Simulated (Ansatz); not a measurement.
# CH₃FMg: vertical ionisation energy

How much energy removes an electron from CH₃FMg at fixed geometry? The cation is run at each level and the neutral's energy taken from earlier runs.

The runs use Ansatz 0.2.0, Gaussian basis; unrestricted cation, the program's frozen cores in correlated methods.

The runs, in order: UKS PBE-D4/def2-TZVPP; UKS r2SCAN-D4/def2-TZVPP; UKS PBE0-D4/def2-TZVPP; UKS B3LYP-D4/def2-TZVPP; UKS wB97X-V/def2-TZVPP; UKS wB97M-V/def2-TZVPP; UKS B2PLYP/def2-TZVPP; UHF-CCSD(T)/def2-TZVPP; UHF-MP2/def2-QZVPP; extrapolation to the limit; then −ε(HOMO) from the neutral's earlier runs with LDA (SPW92), PBE-D4, revPBE-D4, BLYP-D4, r2SCAN-D4, B97M-V, PBE0-D4, B3LYP-D4, r2SCANh-D4, r2SCAN0-D4, HSE06-D4, BHLYP-D4, CAM-B3LYP-D4, LC-ωPBE, ωB97X-V, ωB97M-V.

## 1. Structure used throughout

All runs share one geometry, relaxed beforehand with PBE0-D4 in a triple-zeta def2 set.

SMILES `[CH3][Mg][F]`, 6 atoms, charge 0, spin multiplicity 1.

Atoms are counted from 1 here; the program's logs count them from 0.

Bond lengths: C1–Mg2 2.068 Å, C1–H4 1.094 Å, C1–H5 1.094 Å, C1–H6 1.094 Å, Mg2–F3 1.760 Å. Angles: Mg2–C1–H4 111.4°, Mg2–C1–H5 111.4°, Mg2–C1–H6 111.4°, H4–C1–H5 107.4°, H4–C1–H6 107.4°, H5–C1–H6 107.4°, C1–Mg2–F3 180.0°.

## 2. Cation, UKS PBE-D4/def2-TZVPP

Contents of in.yaml:

```yaml
crystal:
  periodic: [false, false, false]
  atoms:
    - {symbol: C, position_ang: [0.532353, -0.446796, 0.374981]}
    - {symbol: Mg, position_ang: [-0.855838, 0.705673, -0.636258]}
    - {symbol: F, position_ang: [-2.036835, 1.686017, -1.496519]}
    - {symbol: H, position_ang: [0.136069, -1.440096, 0.604790]}
    - {symbol: H, position_ang: [1.442759, -0.585766, -0.215222]}
    - {symbol: H, position_ang: [0.823393, 0.016968, 1.321929]}
basis:
  gaussian: {orbitals: def2-TZVPP}
total_charge: 1
magnetization: {spin_polarized: true, initial_magnetization: 1}
hamiltonian: {xc: pbe, dispersion: d4}
```

Command:

```
$ ansatz run in.yaml --threads 4 --pin off --events-out ev --progress --plain --max-ram 10444MiB
```

Further steps of the session: Cation, UKS r2SCAN-D4/def2-TZVPP; Cation, UKS PBE0-D4/def2-TZVPP; Cation, UKS B3LYP-D4/def2-TZVPP; Cation, UKS wB97X-V/def2-TZVPP; Cation, UKS wB97M-V/def2-TZVPP; Cation, UKS B2PLYP (frozen core)/def2-TZVPP; Cation, UHF-CCSD(T)/def2-TZVPP; Cation, UHF-MP2/def2-QZVPP.

**Question.** What will the summary of the whole plan be? Wanted: ionisation energy, CCSD(T)/CBS; nearest functional by difference; nearest −ε(HOMO); −ε(HOMO) of PBE; T1 of the cation.

The runs gave:

| quantity | value |
| --- | --- |
| ionisation energy, CCSD(T)/CBS | 10.09 eV |
| nearest functional by difference | B3LYP-D4 (-0.00 eV) |
| nearest −ε(HOMO) | ωB97X-V (-0.16 eV) |
| −ε(HOMO) of PBE | 6.38 eV |
| T1 of the cation | 0.013 |

**Reading.** Energy differences with functionals land within 0.31 eV of the reference. The PBE orbital energy is 3.7 eV too small: a semilocal HOMO is no ionisation energy. Among orbital estimates ωB97X-V comes nearest. Hartree-Fock falls 1.35 eV short, as the neutral has more correlation energy than the cation. The cation may have settled in a state other than its lowest; no search over hole states beyond the program's own was made. Correlated methods include outer-core shells of Mg, which these sets cover unevenly.
